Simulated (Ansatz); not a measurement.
Conformers of C₈H₁₈, SMILES `CCCC(C)CCC`, each relaxed with PBE0-D4/def2-TZVP in Ansatz. CBS adds the triple-zeta coupled-cluster correction to the MP2 limit.

Not all of them had a frequency check.

Conformer A:

```xyz
26

C    -2.869    0.853   -0.467
C    -1.757    0.045   -1.116
C    -1.050   -0.894   -0.143
C    -0.157   -0.203    0.900
C    -0.313   -0.852    2.268
C     1.317   -0.195    0.498
C     1.646    0.505   -0.810
C     3.139    0.529   -1.093
H    -3.351    1.519   -1.187
H    -2.494    1.473    0.352
H    -3.639    0.195   -0.054
H    -2.178   -0.545   -1.937
H    -1.031    0.724   -1.574
H    -0.448   -1.620   -0.701
H    -1.818   -1.482    0.373
H    -0.479    0.843    0.990
H    -0.029   -1.909    2.229
H    -1.349   -0.802    2.614
H     0.318   -0.367    3.017
H     1.895    0.277    1.303
H     1.669   -1.234    0.447
H     1.261    1.531   -0.780
H     1.129    0.009   -1.638
H     3.362    1.033   -2.037
H     3.543   -0.485   -1.154
H     3.682    1.051   -0.301
```

Conformer B:

```xyz
26

C     1.262   -2.928   -0.159
C     0.309   -1.797    0.184
C     1.043   -0.550    0.656
C     0.160    0.629    1.072
C    -0.622    0.328    2.344
C    -0.783    1.103   -0.031
C    -0.105    1.499   -1.332
C    -1.078    2.075   -2.346
H     1.860   -3.217    0.710
H     0.728   -3.816   -0.504
H     1.957   -2.631   -0.950
H    -0.391   -2.134    0.956
H    -0.300   -1.558   -0.694
H     1.682   -0.818    1.507
H     1.728   -0.227   -0.136
H     0.840    1.462    1.295
H    -1.169    1.211    2.685
H     0.041    0.012    3.154
H    -1.356   -0.466    2.185
H    -1.350    1.962    0.348
H    -1.531    0.325   -0.234
H     0.683    2.232   -1.120
H     0.400    0.631   -1.769
H    -1.570    2.970   -1.956
H    -1.862    1.352   -2.592
H    -0.577    2.350   -3.276
```

Conformer C:

Cartesian coordinates in Å:
```
C -0.623 -2.551 1.597
C -0.796 -1.641 0.394
C 0.511 -1.005 -0.050
C 0.406 -0.099 -1.273
C 1.795 0.295 -1.759
C -0.491 1.132 -1.084
C -0.096 2.117 0.020
C -0.727 1.849 1.379
H -0.239 -1.996 2.458
H -1.569 -3.011 1.895
H 0.086 -3.356 1.385
H -1.218 -2.210 -0.443
H -1.531 -0.865 0.630
H 0.955 -0.447 0.784
H 1.227 -1.805 -0.277
H -0.060 -0.692 -2.072
H 1.741 0.927 -2.650
H 2.385 -0.590 -2.011
H 2.349 0.846 -0.994
H -0.500 1.663 -2.042
H -1.525 0.810 -0.918
H 0.994 2.150 0.122
H -0.387 3.124 -0.294
H -0.419 0.890 1.800
H -0.453 2.625 2.098
H -1.818 1.839 1.305
```

Problem. Which is lowest in electronic energy at CCSD(T)/CBS (frozen core, def2 sets), and by how much? (Best estimate.)

Solution. Ansatz gave: B; A lies 7.6 kJ/mol higher, C lies 9.2 kJ/mol higher.

Problem. Give the energies relative to B (kJ/mol) with PBE0-D4/def2-TZVPP, PBE/def2-TZVPP, PBE0/def2-TZVPP, B3LYP/def2-TZVPP, MP2/def2-TZVPP, SCS-MP2/def2-TZVPP, SCS-MP2/def2-QZVPP. (An estimate is asked.)

Solution. The calculation gave: 
| level | A | C |
| --- | --- | --- |
| PBE0-D4/def2-TZVPP | 7.6 | 9.0 |
| PBE/def2-TZVPP | 7.1 | 10.5 |
| PBE0/def2-TZVPP | 7.7 | 11.1 |
| B3LYP/def2-TZVPP | 7.6 | 11.8 |
| MP2/def2-TZVPP | 8.0 | 9.1 |
| SCS-MP2/def2-TZVPP | 7.9 | 9.8 |
| SCS-MP2/def2-QZVPP | 7.9 | 10.0 |

B3LYP here is the variant with VWN-RPA as its local correlation; programs differ in this.
